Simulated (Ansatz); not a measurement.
Results of PBE-D3(BJ) (Ansatz, a quantum-chemistry and plane-wave program, PAW) for α-N2.

Numerical settings: plane-wave cutoff 520 eV, 6×6×6 k mesh, Fermi–Dirac smearing 0.01 eV, scalar-relativistic PAW data made under PBE.

Computed at the level's own relaxed cell.

```
N
1.0
    5.65415     0.00000     0.00000
    0.00000     5.65415     0.00000
    0.00000     0.00000     5.65415
N
8
Cartesian
  5.33619   3.14503   2.50912
  2.50912   5.33619   3.14503
  5.33619   5.33619   5.33619
  0.31796   0.31796   0.31796
  3.14503   2.50912   5.33619
  3.14503   0.31796   2.50912
  2.50912   3.14503   0.31796
  0.31796   2.50912   3.14503
```

List the 26 lowest band energies at Γ above −25 eV (eV, relative to the valence band maximum), grouping those that round alike.

At Γ: -18.13, -18.08 (×3), -3.55 (×3), -3.39, -1.68 (×3), -1.49 (×2), -1.33 (×3), -0.87, -0.02 (×3), 7.40 (×3), 8.24 (×3).
